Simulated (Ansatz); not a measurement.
Basis-set extrapolation for C$_{3}$H$_{5}$NO (`NC#CCO`) (PBE0-D4/def2-TZVP geometry, frozen core, Ansatz). Multiplicity 1, RHF reference.

|  | def2-TZVPP | def2-QZVPP |
| --- | --- | --- |
| HF | -245.847844 | -245.858941 |
| MP2 correlation | -0.918427 | -0.983719 |
| CCSD(T) correlation | -0.981667 | not run |

Energies in hartree. Use E(X) = E(∞) + A·exp(−7.88·√X) for Hartree–Fock and E(X) = E(∞) + B·X^(−2.97) for correlation, with X = 3 and 4, and add CCSD(T) minus MP2 of the smaller set to the MP2 limit.

Problem. What is the CCSD(T) energy at the basis-set limit?

Solution. HF limit: -245.858941 + (-0.011097) × 0.13774 = -245.86047. MP2 limit: -0.983719 + (-0.065292) × 0.74074 = -1.03208. Higher-order term: -0.981667 − (-0.918427) = -0.06324. Total: -246.95579 hartree, 79.2 kcal/mol below CCSD(T)/def2-TZVPP.
